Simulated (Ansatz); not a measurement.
## Structure relaxation of ScRe₃

Method: Ansatz 0.2.0, DFT PBE, scalar-relativistic, plane waves, PAW.

The start puts ScRe₃ on the TiAl3 (D0_22) structure type (I4/mmm, No. 139), with Sc in place of Ti, Re in place of Al, at a guessed volume.

The final relaxation ran on this input, with the default PAW datasets:

```yaml
crystal:
  lattice:
    - [-1.9310147683, 1.9310147683, 4.2982677789]
    - [1.9310147683, -1.9310147683, 4.2982677789]
    - [1.9310147683, 1.9310147683, -4.2982677789]
  atoms:
    - { symbol: Sc, position: [0.0, 0.0, 0.0] }
    - { symbol: Re, position: [0.5, 0.5, 0.0] }
    - { symbol: Re, position: [0.25, 0.75, 0.5] }
    - { symbol: Re, position: [0.75, 0.25, 0.5] }
basis:
  ecutwfc: 420
kpoints:
  mp_grid: { grid: [16, 16, 16] }
hamiltonian:
  xc: pbe
scf:
  occupations: { method: gaussian, width: 0.1 }
output:
  forces: true
  stress: true
  eigenvalues: true
relax:
  adjacent_minimum: "off"
  f_tol: 0.01
  max_steps: 80
  cell: { stress_tol: 0.05 }
```

Launched as:

```bash
ansatz run input.yaml --threads 1 --pin off --max-ram 2560MiB --backend cpu --events-out ev --progress --plain --runs-dir out
```

Time: 4.6 min on 1 thread of Arm Neoverse V2, on a shared host, peak memory 0.8 GiB.

The program printed at the end:

```
SCF converged after 7 iterations
Free energy (F): -34738.944609 eV
Harris-Foulkes:  -34738.944609 eV  (|F-HF|=0.00e0)
Internal energy: -34738.922573 eV  (E = F + TS)
E sigma→0 (E₀):  -34738.933591 eV
Entropy (-TS):   -0.022036 eV (-5.509 meV/atom)
Fermi energy:    20.149605 eV
--- Per-component energies (eV) ---
  E_band       = -427.069999
  E_kinetic    = 1881.676227
  E_local      = -3223.948568  (includes V_loc(G=0)·N_el)
  E_nonlocal   = 232.891289
  E_hartree    = 1134.597905
  E_xc         = -1314.521341
  E_vxc        = -1039.381113  (∫ρ·V_xc dr)
  E_paw        = -26933.548563  (= ΣΔE_a)
  E_vpaw       = -547.503427  (= ΣTr[D̂ρ^β])
  E_aug_tail   = -0.000217  (compensation charges beyond the density's cutoff)
  E_ewald      = -6516.069305
  E_smearing   = -0.022036  (= −TS)
  E_closure    = 0.000000  (closes the sum)
  Σ components = -34738.944609   (vs F -34738.944609, Δ=0.00e0)
--- Forces (eV/Å), atoms counted from 1 ---
  atom   1  Sc     0.00000000     0.00000000     0.00000000
  atom   2  Re     0.00000000     0.00000000     0.00000000
  atom   3  Re     0.00000000     0.00000000     0.00000000
  atom   4  Re     0.00000000     0.00000000     0.00000000
  max |Σ_I F_I| component: 4.89e-29 eV/Å
--- Stress (GPa, compression-positive) ---
        0.002722       0.000000       0.000000
        0.000000       0.002722       0.000000
        0.000000       0.000000      -0.005419
  P = ⅓ Tr σ = 0.0000 GPa (0.000 kbar)
--- Relaxed structure (6 steps of the walk, 5 accepted, 2 SCFs on fresh bases) ---
  F+E_penalty+E_count = -34738.94460863 eV   max|allowed force component| = 3.469e-18 eV/Å   (the final SCF, on the basis selected at the relaxed cell)
  cell:  # Å, volume = 64.0617 Å³
    - [-1.949654, 1.949654, 4.213312]
    - [1.949654, -1.949654, 4.213312]
    - [1.949654, 1.949654, -4.213312]
  atoms:
    - { symbol: Sc, position: [0.000000, 0.000000, 0.000000] }
    - { symbol: Re, position: [0.500000, 0.500000, 0.000000] }
    - { symbol: Re, position: [0.250000, 0.750000, 0.500000] }
    - { symbol: Re, position: [0.750000, 0.250000, 0.500000] }
```

Total energies depend on the potentials used, so only differences within one code and one set of settings carry meaning.

The result has space group I4/mmm (No. 139). Sc is coordinated by 12 Re at 2.76–2.87 Å; around Re on Wyckoff site b (1 atom of the primitive cell) lie 4 Sc at 2.76 Å and 8 Re at 2.87 Å; Re on Wyckoff site d (2 atoms of the primitive cell) has 8 Re at 2.76–2.87 Å and 4 Sc at 2.87 Å.

Against the elements it lies at 0.28 eV/atom. Formation energies are uncorrected and refer to the elements' standard structures at the same level.

For metals, differences of a few meV/atom aren't resolved. Spin–orbit coupling is left out.

A structure relaxed within its symmetry needn't be a true minimum.